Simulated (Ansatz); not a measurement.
**Be₂− (doublet): RPA-PBE over vertical spin and charge gaps, aug-cc-pVDZ**

How well do these functionals follow the top wave-function level for Be₂− (doublet) over vertical spin and charge gaps?

Method: aug-cc-pVDZ, all electrons in the functionals, frozen cores in the correlation of double hybrids and RPA; program: Ansatz 0.2.0, Gaussian basis.

To be run: RPA-PBE, at charge -1, doublet; charge -1, quartet; charge 0, singlet; charge 0, triplet.

12 further runs of the same task are left out: 5 that didn't finish, 7 set aside as unsound or not needed. Runs told in other sessions of the task aren't counted.

**1. The system**

The geometry is a PBE0/def2-TZVPD stationary point (not a proven minimum).

2 atoms, charge -1, spin multiplicity 2.

Atoms are counted from 1 here; the program's logs count them from 0.

No contacts short enough for the rule that draws bonds.

No dispersion term is added.

The geometry shown and the zero of energy belong to the point charge -1, doublet. The yardstick, FCI, and other wave-function levels (R restricted, U unrestricted, valence and pair active spaces) come from earlier runs.

**2. RPA-PBE, charge -1, doublet**

File in.yaml:

```yaml
crystal:
  periodic: [false, false, false]
  atoms:
    - {symbol: Be, position_ang: [0.000000, 0.000000, 0.000000]}
    - {symbol: Be, position_ang: [0.000000, 0.000000, 2.172800]}
basis:
  gaussian: {orbitals: aug-cc-pVDZ}
total_charge: -1
magnetization: {spin_polarized: true, initial_magnetization: 1}
hamiltonian: {xc: {name: PBE}}
correlation: {method: rpa, electrons: outside_noble_gas}
```

Run with:

```sh
> ansatz run in.yaml --threads 1 --pin off --events-out ev --progress --plain --max-ram 2393MiB
```

The runs that follow: RPA-PBE, charge -1, quartet; RPA-PBE, charge 0, singlet; RPA-PBE, charge 0, triplet.

Before running them: what should the planned runs give, taken together? Wanted: doublet to quartet, FCI; removing an electron; largest miss, RPA-PBE (for each run or level that gives them).

The runs gave:

| quantity | value |
| --- | --- |
| doublet to quartet, FCI | 0.669 eV |
| removing an electron (singlet), FCI | 0.522 eV |
| removing an electron (triplet), FCI | 1.407 eV |
| largest miss, RPA-PBE | +0.253 eV (removing an electron (singlet)) |

In words: RPA-PBE strays by up to 0.253 eV, at removing an electron (singlet). RPA-PBE clearly breaks the spin symmetry at some points (⟨S²⟩ up to 0.41 above the pure value), so energy there is bought with a mixed spin. Functionals and the yardstick converge differently with the basis, so part of each miss in aug-cc-pVDZ is the basis.
